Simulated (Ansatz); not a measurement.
**H2Ge–AsH, singlet in cc-pVDZ: errors against RCCSDTQ**

Geometry: a PBE0/def2-TZVP stationary point for this spin, not checked as a minimum.

```xyz
5

Ge    0.0000    0.0130    1.1097
As    0.0000   -0.0326   -1.1138
H     0.0000    1.2621    2.0021
H     0.0000   -1.2714    1.9501
H     0.0000    1.4941   -1.1312
```

Basis cc-pVDZ; Ansatz 0.2.0. Only valence electrons are correlated (noble-gas cores and the filled d shells of p-block atoms frozen), which leaves 12 electrons in 41 orbitals. R marks a restricted (for open shells ROHF) determinant. Active spaces: valence = (12e, 11o) chosen from the atoms' valence shells. No spin–orbit coupling is included, and no scalar relativity.

Full CI isn't at hand for all of this; RCCSDTQ serves as the reference, and is uncertain by about the last step of the cluster series.

* UHF ⟨S²⟩: 0.390
* T1 diagnostic (RCCSD): 0.0199
* largest doubles amplitude (RCCSD): 0.160

Problem. From what is known of these methods and the diagnostics, rank them by the size of their error in total energy against RCCSDTQ in cc-pVDZ, smallest first (an estimate: the text doesn't fix the numbers).
A. RCCSDT(Q)
B. NEVPT4(SD) (valence space)
C. MRCISD+Q (valence space)
D. RHF
E. NEVPT2 (valence space)

Solution. A (0.00 kcal/mol), C (0.39 kcal/mol), B (2.50 kcal/mol), E (22.89 kcal/mol), D (156.35 kcal/mol).

All errors are against RCCSDTQ in cc-pVDZ. Below it: RCCSDT(Q). Within each family the higher level lies nearer, as is usual though not guaranteed.

Natural occupations of CASSCF (valence space) about the gap: 1.981 1.972 1.966 1.962 1.901 0.103 0.048 0.035 0.022 0.019; effectively unpaired electrons, Σ n²(2−n)², 0.10.

Atomization energy (electronic, same basis, no zero-point term; atoms at the same level, unrestricted beside the R rows where the molecule is a closed shell, but restricted open-shell past Ca, as are all atoms' steps beyond CCSDT(Q)) at RCCSDTQ: 1020.2 kJ/mol. Errors of other levels:

```
                     level  error (kJ/mol)
                       RHF          -310.2
                      RMP2           -36.2
                      CISD           -82.1
                     RCCSD           -23.9
                  RCCSD(T)            -3.3
                   BCCD(T)            -3.4
                    RCCSDT            -1.6
                 RCCSDT(Q)             0.1
    CASSCF (valence space)           -91.9
    NEVPT2 (valence space)           -25.3
NEVPT4(SD) (valence space)           -11.3
    MRCISD (valence space)           -23.9
  MRCISD+Q (valence space)            -9.2
```

This basis is far from its limit, so the value isn't to be set against a measured one. Truncated CI isn't size-consistent, which counts against it in atomization.
